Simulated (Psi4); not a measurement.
# CHClF2 (difluorochloromethane) at M06-2X/6-311+G(d,p)

What is the vertical ionisation energy of CHClF2 (difluorochloromethane) at M06-2X/6-311+G**? 

Program for the calculation: Psi4 1.11.

### 1 The molecule

CHClF2: 5 atoms, total charge 0, spin state singlet. SMILES: `FC(F)Cl`. The shape is that of a PBE0-D4/def2-TZVP optimisation.

Bond lengths: F1–C2 1.334 Å, C2–F3 1.334 Å, C2–Cl4 1.763 Å, C2–H5 1.090 Å. Angles: F1–C2–F3 108.3°, F1–C2–Cl4 109.7°, F3–C2–Cl4 109.7°, F1–C2–H5 110.0°, F3–C2–H5 110.0°, Cl4–C2–H5 109.0°.

### 2 Energy and forces at M06-2X/6-311+G(d,p)

chclf2.xyz

```xyz
5
CHClF2
F      0.038900    -0.568100     1.222300
C      0.109400     0.023600     0.028300
F      0.844200    -0.745900    -0.776900
Cl    -1.511000     0.208900    -0.640800
H      0.568600     1.007800     0.125800
```

run.py

```python
import psi4

psi4.set_memory('1600 MB')
psi4.set_num_threads(1)
psi4.core.set_output_file('output.dat', False)

with open('chclf2.xyz') as f:
    atoms = ''.join(f.readlines()[2:])
mol = psi4.geometry('0 1\n' + atoms + 'symmetry c1')

options = {'basis': '6-311+G**', 'reference': 'rks', 'puream': True, 'e_convergence': 1e-09, 'd_convergence': 1e-08, 'scf_type': 'pk', 'dft_radial_points': 99, 'dft_spherical_points': 590}
psi4.set_options(options)

e, wfn = psi4.gradient("m06-2x", molecule=mol, return_wfn=True)
psi4.oeprop(wfn, "MULLIKEN_CHARGES", "WIBERG_LOWDIN_INDICES", "LOWDIN_CHARGES", title="M06-2X")
print('gradient / Eh bohr^-1')
print(e.np.round(6))
print(f'energy = {wfn.energy():.10f} Eh')
```

Launch:

```console
python run.py
```

output.dat:

```text
[...]
  Running in c1 symmetry.
[...]
  Nuclear repulsion =  168.406744960820134
[...]
  Multiplicity = 1
[...]
  Nalpha       = 21
  Nbeta        = 21
[...]
    Number of basis functions: 102
[...]
   @RKS iter   1:  -698.53222898894523   -1.88473e-01   3.75733e-03 DIIS/ADIIS
[...]
   @RKS iter  11:  -698.57719282436665   -2.84217e-12   7.70161e-09 DIIS
[...]
  @RKS Final Energy:  -698.57719282436665
   => Energetics <=
    Nuclear Repulsion Energy =            168.4067449608201343
    One-Electron Energy =               -1300.1701920612567847
    Two-Electron Energy =                 459.3534927676257098
    DFT Exchange-Correlation Energy =     -26.1672384915556293
    Empirical Dispersion Energy =           0.0000000000000000
    VV10 Nonlocal Energy =                  0.0000000000000000
    Total Energy =                       -698.5771928243665343
[...]
 Multipole Moments:
 ------------------------------------------------------------------------------------
     Multipole            Electronic (a.u.)      Nuclear  (a.u.)        Total (a.u.)
 ------------------------------------------------------------------------------------
 L = 1.  Multiply by 2.5417464519 to convert [e a0] to [Debye]
 Dipole X            :         -0.1532841            0.3419783            0.1886942
 Dipole Y            :         -1.0349011            1.6382840            0.6033829
 Dipole Z            :          0.0300964           -0.0079884            0.0221080
 Magnitude           :                                                    0.6325861
[...]
  -Total Gradient:
     Atom            X                  Y                   Z
    ------   -----------------  -----------------  -----------------
       1        0.000233993708     0.001428851232    -0.001219385626
       2       -0.001989643284    -0.005598631762    -0.000375765618
       3       -0.000615271624     0.001644912172     0.000854010996
       4        0.001958598587     0.000523965748     0.000748242236
       5        0.000447004500     0.002090712549    -0.000000977073
[...]
  Mulliken Charges: (a.u.)
   Center  Symbol    Alpha    Beta     Spin     Total
       1     F     4.53306  4.53306  0.00000 -0.06613
       2     C     3.12464  3.12464  0.00000 -0.24927
       3     F     4.53301  4.53301  0.00000 -0.06601
       4    CL     8.42178  8.42178  0.00000  0.15644
       5     H     0.38751  0.38751  0.00000  0.22498
   Total alpha = 21.00000, Total beta = 21.00000, Total charge = -0.00000
  Lowdin Charges: (a.u.)
   Center  Symbol    Alpha    Beta     Spin     Total
       1     F     4.55923  4.55923  0.00000 -0.11846
[...]
```

Standard output:

```text
gradient / Eh bohr^-1
[[ 2.340e-04  1.429e-03 -1.219e-03]
 [-1.990e-03 -5.599e-03 -3.760e-04]
 [-6.150e-04  1.645e-03  8.540e-04]
 [ 1.959e-03  5.240e-04  7.480e-04]
 [ 4.470e-04  2.091e-03 -1.000e-06]]
energy = -698.5771928244 Eh
```

Wall time 45 s (1 thread of Intel Xeon Platinum 8259CL at 2.50GHz (Skylake/Cascade Lake), shared host); peak memory 0.71 GiB.

### 3 The doublet cation

chclf2.xyz is that of step 2.

run.py

```python
import psi4

psi4.set_memory(1600000000)
psi4.set_num_threads(1)
psi4.core.set_output_file('chclf2.out', False)

with open('chclf2.xyz') as f:
    atoms = ''.join(f.readlines()[2:])
molecule = psi4.geometry('1 2\n' + atoms + 'symmetry c1')

options = {'reference': 'uks', 'puream': True, 'e_convergence': 1e-09, 'd_convergence': 1e-08, 'scf_type': 'pk', 'dft_radial_points': 99, 'dft_spherical_points': 590, 'maxiter': 100}
psi4.set_options(options)

e_tot, wfn = psi4.gradient("m06-2x/6-311+G**", return_wfn=True)
psi4.oeprop(wfn, "WIBERG_LOWDIN_INDICES", "MAYER_INDICES", "MULLIKEN_CHARGES", title="M06-2X")
print('gradient / Eh bohr^-1')
print(e_tot.np.round(6))
print(f'energy = {wfn.energy():.10f} Eh')
```

Launch:

```console
python run.py
```

chclf2.out:

```text
[...]
  Running in c1 symmetry.
[...]
  Nuclear repulsion =  168.406744960820134
[...]
  Multiplicity = 2
[...]
  Nalpha       = 21
  Nbeta        = 20
[...]
    Number of basis functions: 102
[...]
   @UKS iter   1:  -698.03529037600833    3.08465e-01   4.15839e-03 DIIS/ADIIS
[...]
   @UKS iter  16:  -698.11003048457837   -7.27596e-12   8.78479e-09 DIIS
[...]
   @S^2 Observed:                7.527898964E-01
[...]
  @UKS Final Energy:  -698.11003048457837
   => Energetics <=
    Nuclear Repulsion Energy =            168.4067449608201343
    One-Electron Energy =               -1287.7657780313734293
    Two-Electron Energy =                 447.2294319090034946
    DFT Exchange-Correlation Energy =     -25.9804293230284600
    Empirical Dispersion Energy =           0.0000000000000000
    VV10 Nonlocal Energy =                  0.0000000000000000
    Total Energy =                       -698.1100304845782603
[...]
 Multipole Moments:
 ------------------------------------------------------------------------------------
     Multipole            Electronic (a.u.)      Nuclear  (a.u.)        Total (a.u.)
 ------------------------------------------------------------------------------------
 L = 1.  Multiply by 2.5417464519 to convert [e a0] to [Debye]
 Dipole X            :         -1.2976500            0.3419783           -0.9556717
 Dipole Y            :         -0.4427380            1.6382840            1.1955460
 Dipole Z            :         -0.4834961           -0.0079884           -0.4914845
 Magnitude           :                                                    1.6075434
[...]
  -Total Gradient:
     Atom            X                  Y                   Z
    ------   -----------------  -----------------  -----------------
       1        0.007900797930    -0.013210520670     0.020228873777
       2       -0.062096358153     0.051035760280    -0.029614939558
       3        0.018796332227    -0.015591828442    -0.006855267894
       4        0.028168189490    -0.006751467317     0.011948459515
       5        0.007293585308    -0.015386751101     0.004309693433
[...]
  Mulliken Charges: (a.u.)
   Center  Symbol    Alpha    Beta     Spin     Total
       1     F     4.49424  4.49117  0.00307  0.01459
       2     C     3.13991  3.14698 -0.00707 -0.28689
       3     F     4.49418  4.49113  0.00305  0.01470
       4    CL     8.51717  7.57150  0.94566  0.91133
       5     H     0.35451  0.29922  0.05529  0.34627
   Total alpha = 21.00000, Total beta = 20.00000, Total charge =  1.00000
  Mayer Bond Indices:
  Total Bond Index:
[...]
```

The script printed:

```text
gradient / Eh bohr^-1
[[ 0.007901 -0.013211  0.020229]
 [-0.062096  0.051036 -0.029615]
 [ 0.018796 -0.015592 -0.006855]
 [ 0.028168 -0.006751  0.011948]
 [ 0.007294 -0.015387  0.00431 ]]
energy = -698.1100304846 Eh
```

Wall time 82 s (1 thread of Intel Xeon Platinum 8259CL at 2.50GHz (Skylake/Cascade Lake), shared host); peak memory 0.71 GiB.

### 4 Summary of results

At M06-2X/6-311+G**:

| quantity | value |
| --- | --- |
| singlet CHClF2: total energy | -698.57719 Eh |
| singlet CHClF2: dipole moment | 1.61 D |
| singlet CHClF2: HOMO energy | -11.13 eV |
| singlet CHClF2: LUMO energy | 0.31 eV |
| singlet CHClF2: HOMO–LUMO gap | 11.44 eV |
| singlet CHClF2: largest force on an atom | 0.306 eV/Å |
| doublet cation: total energy | -698.11003 Eh |
| doublet cation: HOMO energy (highest over α and β) | -19.69 eV |
| doublet cation: LUMO energy (lowest over α and β) | -14.12 eV |
| doublet cation: ⟨S²⟩ | 0.753 |
| doublet cation: largest force on an atom | 4.405 eV/Å |
| vertical ionisation energy (to the doublet cation) | 12.712 eV |

**Reading.** The vertical ionisation energy comes to 12.71 eV (293 kcal/mol). The largest force (singlet CHClF2) is 0.31 eV/Å: the shape isn't a stationary point for this species at this level. −ε(HOMO) before ionisation, 11.13 eV, is 1.58 eV below this ionisation energy. Mulliken charges (singlet CHClF2) run from -0.25 on C2 to +0.22 on H5; in a basis this large or diffuse they mean little.
